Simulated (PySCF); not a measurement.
## How the method moves the HOMO and LUMO of `[C-]#[N+]C(C)(C)C`

Species: C₅H₉N.
Geometry (PBE0-D3(BJ)/def2-SVP, Å), atoms numbered from 1 in this order:
```xyz
15
C5H9N angstrom
C      0.1353   -2.4778    1.2781
N      0.0783   -1.4361    0.7423
C      0.0089   -0.1652    0.0858
C     -0.6574    0.8288    1.0395
C      1.4348    0.2767   -0.2500
C     -0.8199   -0.3301   -1.1899
H     -0.7228    1.8178    0.5628
H     -1.6729    0.4965    1.2986
H     -0.0766    0.9247    1.9681
H      1.4139    1.2527   -0.7564
H      2.0385    0.3688    0.6643
H      1.9204   -0.4527   -0.9141
H     -0.8905    0.6341   -1.7143
H     -0.3536   -1.0628   -1.8640
H     -1.8361   -0.6751   -0.9514
```

Basis pcSseg-1 throughout (PySCF), one geometry. Isolated species at its PBE0-D3(BJ)/def2-SVP geometry, gas phase.

**Question.** How do the orbital energies, the gap and the dipole change with the method?

**Answer.** 
```json
{"method": "BLYP", "kind": "GGA", "HOMO (eV)": "-6.67", "LUMO (eV)": "0.04", "gap (eV)": "6.70", "μ (D)": "3.95", "SCF cycles": "14"}
{"method": "PBE", "kind": "GGA", "HOMO (eV)": "-6.77", "LUMO (eV)": "-0.09", "gap (eV)": "6.68", "μ (D)": "4.01", "SCF cycles": "14"}
{"method": "OPBE", "kind": "GGA", "HOMO (eV)": "-6.78", "LUMO (eV)": "0.03", "gap (eV)": "6.81", "μ (D)": "4.02", "SCF cycles": "14"}
{"method": "LDA", "kind": "LDA", "HOMO (eV)": "-6.79", "LUMO (eV)": "-0.31", "gap (eV)": "6.49", "μ (D)": "4.09", "SCF cycles": "14"}
{"method": "BP86", "kind": "GGA", "HOMO (eV)": "-6.91", "LUMO (eV)": "-0.18", "gap (eV)": "6.73", "μ (D)": "4.02", "SCF cycles": "14"}
{"method": "B97-2", "kind": "global hybrid", "HOMO (eV)": "-8.18", "LUMO (eV)": "0.97", "gap (eV)": "9.15", "μ (D)": "3.91", "SCF cycles": "13"}
{"method": "CAM-B3LYP", "kind": "range-separated hybrid", "HOMO (eV)": "-9.99", "LUMO (eV)": "1.90", "gap (eV)": "11.89", "μ (D)": "3.88", "SCF cycles": "12"}
{"method": "BHandHLYP", "kind": "global hybrid", "HOMO (eV)": "-10.04", "LUMO (eV)": "1.76", "gap (eV)": "11.80", "μ (D)": "3.81", "SCF cycles": "12"}
{"method": "wB97X-D", "kind": "range-separated hybrid", "HOMO (eV)": "-10.51", "LUMO (eV)": "2.86", "gap (eV)": "13.37", "μ (D)": "3.91", "SCF cycles": "12"}
{"method": "LC-wPBE", "kind": "range-separated hybrid", "HOMO (eV)": "-11.50", "LUMO (eV)": "3.26", "gap (eV)": "14.76", "μ (D)": "3.92", "SCF cycles": "12"}
{"method": "HF", "kind": "Hartree–Fock", "HOMO (eV)": "-12.31", "LUMO (eV)": "3.95", "gap (eV)": "16.26", "μ (D)": "3.65", "SCF cycles": "10"}
```

The HOMO spans 5.65 eV, from BLYP down to HF, and the gap runs from 6.49 eV (LDA) to 16.26 eV (HF). Over the methods BLYP (0 %), PBE (0 %), OPBE (0 %), LDA (0 %), BP86 (0 %), B97-2 (21 %), BHandHLYP (50 %), HF (100 %), a straight line through the gap against the share of exact exchange rises by 0.97 eV for each 10 % (correlation coefficient 0.998). The dipole ranges from 3.65 D (HF) to 4.09 D (LDA). This basis has no diffuse functions.

The vertical ΔSCF ionisation energy at wB97X-D/def2-SVPD is 10.93 eV; −ε(HOMO) comes closest to it with wB97X-D (10.51 eV).
